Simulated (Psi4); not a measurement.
# UMP3/def2-SVPD run of [C4H2]+ (SMILES C#C[C]=[CH+])

Aim: the vertical doublet–quartet gap of [C4H2]+ at UMP3/def2-SVPD, from 2 runs. 

The results are computed with Psi4 1.11.

2 further runs of the same task are left out: 2 that didn't finish.

## 1. Starting point

The species is [C4H2]+ (6 atoms), meant as a doublet with charge +1. SMILES: `C#C[C]=[CH+]`. The coordinates come from a GFN2-xTB relaxation.

Bond lengths: C1–C2 1.231 Å, C2–C3 1.334 Å, C3–C4 1.231 Å, C1–H5 1.065 Å, C4–H6 1.065 Å. Angles: C1–C2–C3 175.2°, C2–C3–C4 174.4°, C2–C1–H5 177.4°, C3–C4–H6 178.1°.

## 2. The energy at UMP3/def2-SVPD

Contents of job.json:

```json
{
 "schema_name": "qcschema_input",
 "schema_version": 1,
 "molecule": {
  "schema_name": "qcschema_molecule",
  "schema_version": 2,
  "symbols": ["C", "C", "C", "C", "H", "H"],
  "geometry": [3.4389425, -0.73587825, -0.65567827, 1.20823419, -0.12776438, -0.40124555, -1.21654899, 0.40115106, 0.04091257, -3.44151253, 0.74670638, 0.62423323, 5.36833397, -1.29019161, -0.79024567, -5.35744915, 1.00597681, 1.1819859],
  "molecular_charge": 1,
  "molecular_multiplicity": 2,
  "fix_symmetry": "c1",
  "fix_com": true,
  "fix_orientation": true
 },
 "driver": "energy",
 "model": {
  "method": "mp3",
  "basis": "def2-SVPD"
 },
 "keywords": {
  "reference": "uhf",
  "puream": true,
  "e_convergence": 1e-09,
  "d_convergence": 1e-08,
  "scf_type": "pk",
  "num_frozen_docc": 4,
  "maxiter": 200,
  "mp_type": "conv"
 }
}
```

Started as:

```console
$ psi4 --qcschema job.json -n 1 --memory 1600MB
```

stdout, shortened:

```text
[...]
  Running in c1 symmetry.
[...]
  Nuclear repulsion =   77.020939602099787
[...]
  Multiplicity = 2
[...]
  Nalpha       = 13
  Nbeta        = 12
[...]
    Number of basis functions: 96
[...]
   @UHF iter   1:  -152.01557454072071   -7.99141e-01   1.98683e-03 DIIS/ADIIS
[...]
   @UHF iter  62:  -152.05881138851822   -1.23663e-10   5.51222e-09 DIIS
[...]
   @S^2 Observed:                9.109256590E-01
[...]
    Orbital Energies [Eh]
    ---------------------
    Alpha Occupied:
       1A    -11.566423     2A    -11.566381     3A    -11.551336
       4A    -11.549919     5A     -1.362379     6A     -1.306549
       7A     -1.124525     8A     -0.987461     9A     -0.968505
      10A     -0.773521    11A     -0.754104    12A     -0.678624
      13A     -0.643927
    Alpha Virtual:
      14A     -0.166565    15A     -0.150406    16A     -0.069804
      17A     -0.040966    18A     -0.017737    19A      0.014556
      20A      0.032253    21A      0.043392    22A      0.093683
      23A      0.109335    24A      0.109467    25A      0.110996
[...]
  @UHF Final Energy:  -152.05881138851822
   => Energetics <=
    Nuclear Repulsion Energy =             77.0209396020997872
    One-Electron Energy =                -349.4080480852620667
    Two-Electron Energy =                 120.3282970946440287
    Total Energy =                       -152.0588113885182224
  UHF NO Occupations:
  HONO-2 :   11  A 1.9926443
  HONO-1 :   12  A 1.9311629
[...]
 Multipole Moments:
 ------------------------------------------------------------------------------------
     Multipole            Electronic (a.u.)      Nuclear  (a.u.)        Total (a.u.)
 ------------------------------------------------------------------------------------
 L = 1.  Multiply by 2.5417464519 to convert [e a0] to [Debye]
 Dipole X            :          0.0550315           -0.0544242            0.0006073
 Dipole Y            :         -1.4367635            1.4210741           -0.0156894
 Dipole Z            :          1.9760223           -1.9589279            0.0170944
 Magnitude           :                                                    0.0232109
[...]
	SCS-MP2 Total Energy (a.u.)        :  -152.50823561359320
	SOS-MP2 Total Energy (a.u.)        :  -152.50271348018336
[...]
	SOS-PI-MP2 Total Energy (a.u.)     :  -152.53685979492684
[...]
	MP2 Total Energy (a.u.)            :  -152.51927988041294
[...]
	SCS-MP3 Total Energy (a.u.)        :  -152.51419765976465
[...]
	MP3 Total Energy (a.u.)            :  -152.54312806509870
[...]
```

The result, in JSON:

```text
{
 "driver": "energy",
 "model": {
  "method": "mp3",
  "basis": "def2-SVPD"
 },
 "success": true,
 "return_result": -152.5431280650987,
 "properties": {
  "calcinfo_nbasis": 96,
  "calcinfo_nmo": 96,
  "calcinfo_nalpha": 13,
  "calcinfo_nbeta": 12,
  "calcinfo_natom": 6,
  "nuclear_repulsion_energy": 77.02093960209979,
  "return_energy": -152.5431280650987,
  "scf_one_electron_energy": -349.40804808526207,
  "scf_two_electron_energy": 120.32829709464403,
  "scf_dipole_moment": [0.0006073224761316554, -0.015689431766703343, 0.01709439800749335],
  "scf_total_energy": -152.05881138851822,
  "scf_iterations": 62,
  "mp2_same_spin_correlation_energy": -0.11900534445999045,
  "mp2_opposite_spin_correlation_energy": -0.3414631474347175,
  "mp2_singles_energy": 0.0,
  "mp2_doubles_energy": -0.46046849189470795,
  "mp2_correlation_energy": -0.4604684918947157,
  "mp2_total_energy": -152.51927988041294
 }
}
```

Run time: 19 s. Hardware: 1 thread of Intel Xeon Platinum 8488C (Sapphire Rapids), shared host; peak memory 0.98 GiB.

## 3. The quartet, same level

Contents of c4h2.xyz:

```xyz
6
C4H2
C      1.819810    -0.389410    -0.346970
C      0.639370    -0.067610    -0.212330
C     -0.643770     0.212280     0.021650
C     -1.821170     0.395140     0.330330
H      2.840800    -0.682740    -0.418180
H     -2.835040     0.532340     0.625480
```

Contents of run_ase.py:

```python
import numpy as np
from ase.calculators.psi4 import Psi4
from ase.io import read

a = read('c4h2.xyz')
calc = Psi4(atoms=a, method='mp3', basis='def2-SVPD', memory='1600MB', num_threads=1, charge=1, multiplicity=4, label='c4h2', reference='uhf')
calc.psi4.set_options({'puream': True, 'e_convergence': 1e-09, 'd_convergence': 1e-08, 'scf_type': 'pk', 'num_frozen_docc': 4, 'maxiter': 200, 'mp_type': 'conv'})
a.calc = calc

print(f'energy: {a.get_potential_energy():.6f} eV')
```

Started as:

```console
$ python run_ase.py
```

c4h2.dat, shortened:

```text
[...]
  Running in c1 symmetry.
[...]
  Nuclear repulsion =   77.020939584956309
[...]
  Multiplicity = 4
[...]
  Nalpha       = 14
  Nbeta        = 11
[...]
    Number of basis functions: 96
[...]
   @UHF iter   1:  -151.87531760195904   -6.58884e-01   2.17696e-03 ADIIS/DIIS
[...]
   @UHF iter  96:  -151.94276944124337   -3.82016e-10   7.37191e-09 DIIS
[...]
   @S^2 Observed:                3.940567491E+00
[...]
  @UHF Final Energy:  -151.94276944124337
   => Energetics <=
    Nuclear Repulsion Energy =             77.0209395849563094
    One-Electron Energy =                -349.2093547366522444
    Two-Electron Energy =                 120.2456457104525782
    Total Energy =                       -151.9427694412433709
  UHF NO Occupations:
  HONO-2 :   12  A 1.0000000
  HONO-1 :   13  A 1.0000000
[...]
 Multipole Moments:
 ------------------------------------------------------------------------------------
     Multipole            Electronic (a.u.)      Nuclear  (a.u.)        Total (a.u.)
 ------------------------------------------------------------------------------------
 L = 1.  Multiply by 2.5417464519 to convert [e a0] to [Debye]
 Dipole X            :          0.0027924            0.0077733            0.0105657
 Dipole Y            :          0.1387991           -0.2029699           -0.0641708
 Dipole Z            :         -0.1645772            0.2797673            0.1151902
 Magnitude           :                                                    0.1322811
[...]
	SCS-MP2 Total Energy (a.u.)        :  -152.35517155038642
	SOS-MP2 Total Energy (a.u.)        :  -152.34722130871424
[...]
	SOS-PI-MP2 Total Energy (a.u.)     :  -152.37833299082737
[...]
	MP2 Total Energy (a.u.)            :  -152.37107203373074
[...]
	SCS-MP3 Total Energy (a.u.)        :  -152.36173100044593
[...]
	MP3 Total Energy (a.u.)            :  -152.39730983396879
[...]
```

Standard output:

```text
energy: -4146.942027 eV
```

It took 27 s on 1 thread of Intel Xeon Platinum 8488C (Sapphire Rapids), shared host; peak memory 1 GiB.

## 4. Results

Level: UMP3/def2-SVPD, 4 core orbitals frozen.

| quantity | value |
| --- | --- |
| doublet: total energy | -152.54313 Eh |
| doublet: HOMO energy (Hartree–Fock orbitals) (highest over α and β) | -16.74 eV |
| doublet: LUMO energy (Hartree–Fock orbitals) (lowest over α and β) | -7.55 eV |
| doublet: correlation energy (4 core orbitals frozen) | -484.3 mEh |
| doublet: ⟨S²⟩ of the reference determinant | 0.911 |
| quartet: total energy | -152.39731 Eh |
| quartet: HOMO energy (Hartree–Fock orbitals) (highest over α and β) | -13.37 eV |
| quartet: LUMO energy (Hartree–Fock orbitals) (lowest over α and β) | -7.48 eV |
| quartet: correlation energy (4 core orbitals frozen) | -454.5 mEh |
| quartet: ⟨S²⟩ of the reference determinant | 3.941 |
| vertical energy of the quartet above the doublet | 3.968 eV |

**Reading.** At this shape the quartet lies 3.97 eV (383 kJ/mol) above the doublet. ⟨S²⟩ (doublet) is 0.91 where a pure doublet has 0.75: the reference is spin-contaminated. ⟨S²⟩ (quartet) is 3.94 where a pure quartet has 3.75: the reference is spin-contaminated.
